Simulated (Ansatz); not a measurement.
# CH3O, doublet: energies of several shapes or isomers

Program: Ansatz, Gaussian basis, development build; OMP3 by scripts on PySCF. Nonrelativistic, cc-pVTZ, 2 core orbitals frozen. On stretched bonds single-reference methods can fail or change state.

Case A:

```xyz
5

C     0.6934    0.0271   -0.0744
O    -0.6656   -0.1203    0.0250
H    -1.0854    0.7331   -0.0978
H     1.1139    0.9786    0.2228
H     1.2189   -0.8784    0.1179
```

Case B:

```
atom    x (Å)    y (Å)    z (Å)
   C  -0.0086  -0.5865   0.0000
   O  -0.0086   0.7995   0.0000
   H   1.0554  -0.8688   0.0000
   H  -0.4674  -1.0044   0.9033
   H  -0.4674  -1.0044  -0.9033
```

Case C:

| atom | x (Å) | y (Å) | z (Å) |
| --- | --- | --- | --- |
| C | 0.6875 | 0.0296 | -0.0820 |
| O | -0.6721 | -0.1257 | 0.0304 |
| H | -1.0918 | 0.7403 | -0.0952 |
| H | 1.1228 | 0.9753 | 0.2260 |
| H | 1.2211 | -0.8881 | 0.1180 |

Case D:

```
atom    x (Å)    y (Å)    z (Å)
   C   0.0010  -0.5890   0.0000
   O   0.0010   0.7970   0.0000
   H   1.0167  -0.8585   0.0000
   H  -0.4577  -1.0069   0.9033
   H  -0.4577  -1.0069  -0.9033
```

Case E:

```xyz
5

C    -0.0130   -0.5784   -0.0040
O    -0.0156    0.8023   -0.0066
H     1.0509   -0.8617   -0.0054
H    -0.4714   -1.0130    0.9003
H    -0.4671   -1.0144   -0.9035
```

Energy less that of case A, in eV:

```json
{"case": "B", "RCCSD": "+0.318", "UOMP3": "+0.307"}
{"case": "C", "RCCSD": "+0.002", "UOMP3": "+0.005"}
{"case": "D", "RCCSD": "+0.359", "UOMP3": "–"}
{"case": "E", "RCCSD": "+0.319", "UOMP3": "+0.309"}
```

**Question.** Give the UCCSD(T) energies against case A.

**Answer.** B: +0.356 eV; C: -0.001 eV; D: +0.400 eV; E: +0.357 eV.
